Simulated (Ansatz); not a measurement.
Two shapes of singlet BH₄(-).

Shape 1:

```xyz
5

B     0.0000    0.0000    0.0000
H     0.7229    0.7229    0.7229
H     0.7229   -0.7229   -0.7229
H    -0.7229    0.7229   -0.7229
H    -0.7229   -0.7229    0.7229
```

Shape 2:

```xyz
5

B    -0.0246   -0.0428    0.0080
H     0.7247    0.7725    0.7167
H     0.7156   -0.7049   -0.6769
H    -0.6858    0.6923   -0.7363
H    -0.7649   -0.7066    0.7013
```

Basis set: cc-pVDZ (spherical functions). Left uncorrelated: 1 orbital. Charge -1, multiplicity 1.

Computed with Ansatz (development build ahead of 0.2.0); each method stands on the lowest determinant of its kind that the runs found.

Question: Which shape is lower in energy, and by how much in each method?

Answer:

| method | E(2) − E(1) (eV) |
| --- | --- |
| RHF | 0.087 |
| RHF-MP2 | 0.085 |

Shape 1 is lower. Caution: no diffuse functions for an anion.
